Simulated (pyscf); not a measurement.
A first-order saddle from PySCF, ωB97X-D3(BJ)/def2-SVP:

```xyz
7

As    -1.7409    -0.7846     0.4073
H     -0.0984     0.7397     0.4039
H     -1.1515    -1.9209    -0.4223
H     -2.6562    -0.3277    -0.7222
O      0.3717     1.0505    -0.4903
H     -0.4159     0.4297    -0.8817
H      1.1567     0.4684    -0.5438
```
Charge 0, spin multiplicity 1.

Surface: singlet, charge 0. Lowest wavenumbers (cm⁻¹): 1225i, 163, 317, 338, 371.

Name the species on either side of this saddle.

AsH₃ + H₂O ⇌ AsH₃ + H₂O, a four-centre exchange read from left to right: As–H, H–O broken and As–H, H–O formed. At CCSD(T)/def2-TZVPP + ΔMP2(QZVPP) it lies +225.5 kJ/mol from the left side and +225.5 kJ/mol from the right (each side as separated species at their lowest minima found). One saddle was located; it need not be the lowest between these sides. The CCSD(T) − MP2 part came from Ansatz, without density fitting, on the same reference. The frozen core leaves the outer d or s,p core shells of the metals and heavy elements correlated in the MP2 and CC values, and def2-TZVPP describes them poorly, which can shift differences by a few kcal/mol. Elements up to Kr have no core potential and no relativistic terms here.
